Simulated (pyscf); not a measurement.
Single points on ωB97X-D3(BJ)/def2-SVP structures (PySCF, gas phase).

Question: Estimate by transition-state theory (the high-pressure limit) the rate constant of `[BH2][OH]` -> `[BH]=[O]` + `[H][H]` (singlet surface; B–H, H–O broken, H–H formed) at 1200 K, with ωB97M-D3(BJ)/def2-TZVP energies (ideal gas, 1 atm, RRHO with modes under 100 cm⁻¹ raised to 100, one conformer, R ln 2 for chiral ones without a mode under 150 cm⁻¹; no tunnelling).

Answer: The electronic barrier is 59.8 kcal/mol and the thermal terms add -4.3, so ΔG‡ = 55.5 kcal/mol. With k_BT/h = 2.50e+13 s⁻¹ and RT = 2.385 kcal/mol, k = 1.9e+03 s⁻¹; so small a molecule is far into fall-off at 1 atm, where the true rate is lower. Wigner's tunnelling factor for 1833i cm⁻¹ would be 1.20. A shift of 1 kcal/mol in the barrier changes k by a factor 1.5. At the saddle there is also a short B–H contact that neither side keeps. This is the saddle that the search found; another between the same sides may lie lower.
